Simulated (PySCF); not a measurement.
**methylcyclopropane, C4H8**

Molfile (atoms numbered from 1):
```
C4H8
     RDKit          3D

 12 12  0  0  0  0  0  0  0  0999 V2000
    1.4504    0.2440    0.0596 C   0  0  0  0  0  0  0  0  0  0  0  0
    0.1193   -0.1493   -0.5124 C   0  0  0  0  0  0  0  0  0  0  0  0
   -0.8978   -0.8222    0.3557 C   0  0  0  0  0  0  0  0  0  0  0  0
   -1.1205    0.5868   -0.1097 C   0  0  0  0  0  0  0  0  0  0  0  0
    2.1383   -0.6057    0.0901 H   0  0  0  0  0  0  0  0  0  0  0  0
    1.3369    0.6148    1.0820 H   0  0  0  0  0  0  0  0  0  0  0  0
    1.9205    1.0356   -0.5301 H   0  0  0  0  0  0  0  0  0  0  0  0
    0.1479   -0.4849   -1.5445 H   0  0  0  0  0  0  0  0  0  0  0  0
   -1.5109   -1.6054   -0.0724 H   0  0  0  0  0  0  0  0  0  0  0  0
   -0.6426   -0.9739    1.3981 H   0  0  0  0  0  0  0  0  0  0  0  0
   -1.8848    0.7648   -0.8557 H   0  0  0  0  0  0  0  0  0  0  0  0
   -1.0145    1.3817    0.6196 H   0  0  0  0  0  0  0  0  0  0  0  0
  1  2  1  0
  2  3  1  0
  3  4  1  0
  4  2  1  0
  1  5  1  0
  1  6  1  0
  1  7  1  0
  2  8  1  0
  3  9  1  0
  3 10  1  0
  4 11  1  0
  4 12  1  0
M  END
```

Theory: quadratic response CAM-B3LYP/def2-TZVPD first hyperpolarisability, Taylor convention, gas phase (PySCF). Geometry: PBE0-D3(BJ)/def2-TZVP.

Give the tensor of the second harmonic β(−2ω;ω,ω) at 1064 nm in the axes of these coordinates.

In au, Taylor convention; rows are the first index (the induced dipole):
|  | xx | yy | zz | xy | xz | yz |
| --- | --- | --- | --- | --- | --- | --- |
| x | -10.5 | +1.6 | +0.6 | -3.4 | -3.7 | +1.1 |
| y | -3.5 | -6.0 | -3.4 | +1.9 | +1.0 | -8.8 |
| z | -3.8 | -8.7 | -24.3 | +1.0 | +0.6 | -3.5 |

Norm of βᵢ = ⅓ Σⱼ (βᵢⱼⱼ + βⱼᵢⱼ + βⱼⱼᵢ): 39.9 au, hyper-Rayleigh value 15.0 au.
